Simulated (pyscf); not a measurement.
A first-order saddle from PySCF, ωB97X-D3(BJ)/def2-SVP:

```xyz
9

C     -0.0556    -1.0543     0.5935
N     -1.1484    -0.5831     0.2987
H      0.2741    -1.8623     1.2614
C     -0.5851     0.5266    -0.6766
C     -1.0733     0.4399    -1.9736
H      0.5858     0.2199    -0.5777
H     -0.5817     1.4157    -0.0337
H     -0.4638     0.7499    -2.8262
H     -1.9946    -0.1163    -2.1657
```

Surface: singlet, charge 0. Lowest wavenumbers (cm⁻¹): 1053i, 261, 331, 445, 666.

Problem. Name the species on either side of this saddle.

Solution. HC≡N (SMILES C#N) + H₂C=CH₂ (SMILES C=C) <-> H₂C=CH–N=CH₂ (SMILES C=CN=C), an addition across a multiple bond or ene-type step read from left to right: C–H broken and C–H, C–N formed. At ωB97M-D3(BJ)/def2-TZVP it lies +4.24 eV from the left side and +4.49 eV from the right (each side as separated species at their lowest minima found). From the product side, •HC=CH₂ + H₂C=N• lies, by one bond made or cut, 0.51 eV under this saddle at ωB97M-D3(BJ)/def2-TZVP. The same reactants have a lower exit, to cyclic C₃H₅N (SMILES C1=NCC1) (barrier +2.72 eV at ωB97M-D3(BJ)/def2-TZVP, against +4.24 eV here). H₂C=CH–N=CH₂ lies 1.27 eV over its isomer H₃C–CH₂–C≡N (electronic energy, ωB97M-D3(BJ)/def2-TZVP). One saddle was located; it need not be the lowest between these sides. One closed-shell reference is unstable to symmetry breaking; treat the single-reference values with care.
